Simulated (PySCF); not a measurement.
`C=NC1CC1`. Structure optimised with GFN2-xTB, isolated species.

```
atom  x, y, z in Å
C1     2.0408   -0.6749    0.5252
N2     0.8182   -0.7917    0.2729
C3     0.0243    0.3333    0.0231
C4    -1.4090    0.2613    0.4886
C5    -1.1017    0.1536   -0.9647
H6     2.5760    0.2807    0.5716
H7     2.6147   -1.5697    0.7113
H8     0.5201    1.3075    0.0568
H9    -1.7043   -0.6356    1.0092
H10   -1.8570    1.1679    0.8653
H11   -1.1883   -0.8168   -1.4267
H12   -1.3326    0.9838   -1.6143
```

Task: Which two atoms are farthest apart?

Result: H7···H10 and H7···H12, 5.245 Å.

Task: How far are the heavy atoms from their best plane (unweighted least squares)?

Result: 0.270 Å rms; C1 0.11, N2 0.38, C3 0.44, C4 0.08, C5 0.08 Å (magnitudes).

Task: How far apart are these pairs, which share no bond: N2···H8, N2···H11, C3···H7, H8···H9?

Result: N2···H8 2.131 Å (2 bonds apart); N2···H11 2.630 Å (3 bonds apart); C3···H7 3.287 Å (3 bonds apart); H8···H9 3.103 Å (3 bonds apart).

Task: Give the dihedral angles H9–C4–C5–C3, N2–C3–C5–C4, H8–C3–C5–H12, H8–C3–C5–H11.

Result: H9–C4–C5–C3 -106° (anticlinal); N2–C3–C5–C4 106° (anticlinal); H8–C3–C5–H12 2° (synperiplanar); H8–C3–C5–H11 144° (anticlinal). Dihedral signs follow IUPAC: positive where, seen along the central bond, the front bond turns clockwise onto the rear one.

Task: Write the matrix of distances between heavy atoms (Å, lower triangle).

Result: 
```
C1    0.000
N2    1.254  0.000
C3    2.310  1.399  0.000
C4    3.575  2.473  1.509  0.000
C5    3.575  2.472  1.509  1.489  0.000
```

The point group is Cs within 0.08 Å; differences among equivalent distances and angles are scatter left by the optimiser. Whether it is a minimum is left open (no frequencies). One conformer, not necessarily the lowest.

All values are computed, not measured.
